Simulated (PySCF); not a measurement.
Species, as SMILES: C#N (CH-N).
Geometry (B3LYP-D3(BJ)/def2-TZVP, fixed):
```xyz
3

C      0.0000     0.0000    -0.4969
N      0.0000     0.0000     0.6493
H      0.0000     0.0000    -1.5636
```

Basis-set convergence of the isotropic shielding of C1 at HF with PySCF. GIAO, no density fitting; atoms are numbered in the order shown. All functions are spherical. No added dispersion term, no relativity. Reference: the value in pcSseg-3, 72.09 ppm, itself unsure by roughly 1.29 ppm (its mean distance from cc-pCVQZ, pcseg-3, pcSseg-2). Deviations are taken from unrounded values.

| basis | functions | isotropic shielding of C1 (ppm) | minus reference (ppm) |
|---|---|---|---|
| 3-21G | 20 | 102.60 | 30.51 |
| 6-31G | 20 | 88.41 | 16.32 |
| 6-31G* | 30 | 94.57 | 22.48 |
| def2-SV(P) | 30 | 91.96 | 19.86 |
| 6-31G** | 33 | 94.80 | 22.70 |
| def2-SVP | 33 | 92.21 | 20.12 |
| aug-cc-pVDZ | 55 | 89.89 | 17.79 |
| aug-pcseg-1 | 55 | 86.17 | 14.07 |
| cc-pVTZ | 74 | 77.24 | 5.14 |
| 6-311++G(3df,3pd) | 96 | 77.12 | 5.02 |
| aug-cc-pVTZ | 115 | 77.13 | 5.04 |
| pcseg-3 | 153 | 70.71 | -1.38 |
| def2-QZVPPD | 159 | 73.06 | 0.97 |
